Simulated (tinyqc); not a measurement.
Inside a calculation. Method: Hueckel theory of the pi electrons with the omega technique, for the molecule C=C[CH2-] (SMILES; centres numbered as the heavy atoms are written). Computed by tinyqc, a small Python program that keeps every step. Settings: charge = -1, omega = 1.4, damping = 0.3. Command: `OMP_NUM_THREADS=1 python tinyqc.py 25905 25906 out.jsonl` (the two numbers bound the seeds that draw the settings). One thread of a shared host (Intel(R) Xeon(R) Processor @ 2.60GHz), about 0.01 s of CPU time with the checks.

## The Hueckel matrix

Centres:
```
centre  z_r, pi electrons of the neutral centre         h
1C                                            1  0.000000
2C                                            1  0.000000
3C                                            1  0.000000
```

Bonds:
```
i  j  k
1  2  1
2  3  1
```

H_rr = alpha + h_r beta, H_rs = k_rs beta for bonded centres.

Hueckel matrix in units of beta (H = alpha + beta A), lower triangle:
```
          1C        2C        3C
1C  0.000000
2C  1.000000  0.000000
3C  0.000000  1.000000  0.000000
```

## Orbitals, round 1

pi electrons, sum of z_r less the charge = 4

Diagonalise; E = alpha + x beta with beta < 0, so the largest x are filled first; degenerate levels share their electrons. P = sum n_i c_ri c_si; each orbital has its largest coefficient positive (the first on a tie).

x values: 1.414214  0.000000  -1.414214

occupations: 2.000000  2.000000  0.000000

coefficients:
```
         MO1        MO2        MO3
1C  0.500000   0.707107  -0.500000
2C  0.707107   0.000000   0.707107
3C  0.500000  -0.707107  -0.500000
```

charge and bond-order matrix P, lower triangle:
```
           1C        2C        3C
1C   1.500000
2C   0.707107  1.000000
3C  -0.500000  0.707107  1.500000
```

## Omega technique, round 1

h_r = h_r(0) + omega q_r, omega = 1.4, with q_r = z_r - P_rr; 0.3 of the old diagonal is kept.

matrix after round 1, lower triangle:
```
           1C        2C         3C
1C  -0.490000
2C   1.000000  0.000000
3C   0.000000  1.000000  -0.490000
```

## Orbitals, round 2

As before.

x values: 1.190279  -0.490000  -1.680279

occupations: 2.000000  2.000000  0.000000

coefficients:
```
         MO1        MO2        MO3
1C  0.455330   0.707107  -0.540994
2C  0.765081   0.000000   0.643934
3C  0.455330  -0.707107  -0.540994
```

charge and bond-order matrix P, lower triangle:
```
           1C        2C        3C
1C   1.414651
2C   0.696729  1.170699
3C  -0.585349  0.696729  1.414651
```

## Omega technique, round 2

As before.

matrix after round 2, lower triangle:
```
           1C         2C         3C
1C  -0.553358
2C   1.000000  -0.167285
3C   0.000000   1.000000  -0.553358
```

## Convergence

Each round sets h_r = h_r(0) + omega (z_r - P_rr), keeping the share named as damping of the old diagonal; repeat until output and input diagonals agree to 1e-6.

Rounds:
```
round   sum n x  largest |h(out) - h(in)|
1      2.828427                  7.00e-01
2      1.400557                  2.39e-01
3      1.027297                  5.20e-02
4      0.905624                  1.67e-02
5      0.871166                  4.20e-03
6      0.860413                  1.30e-03
7      0.857273                  3.58e-04
8      0.856313                  1.09e-04
9      0.856029                  3.13e-05
10     0.855943                  9.48e-06
11     0.855917                  2.79e-06
12     0.855909                  8.39e-07
```

Converged in 12 rounds.

## Energy, charges, bond orders

final x values: 1.029105  -0.601150  -1.827952

occupations: 2.000000  2.000000  0.000000

final P, lower triangle:
```
           1C        2C        3C
1C   1.429394
2C   0.700021  1.141213
3C  -0.570606  0.700021  1.429394
```

E = sum n x; q_r = z_r - P_rr; bond order p = P_rs; free valence = sqrt(3) - sum of p over the bonds of the atom.

pi energy = 4 alpha + this times beta = 0.855909

pi charges: 1C -0.429394, 2C -0.141213, 3C -0.429394

Bond orders and lengths from R = 1.517 - 0.180 p (angstrom, C-C alone):
```
bond         p         R
1-2   0.700021  1.390996
2-3   0.700021  1.390996
```

free valence of the carbons: 1C 1.032030, 2C 0.332009, 3C 1.032030

gap between the highest filled and the next level = 1.226802 |beta|
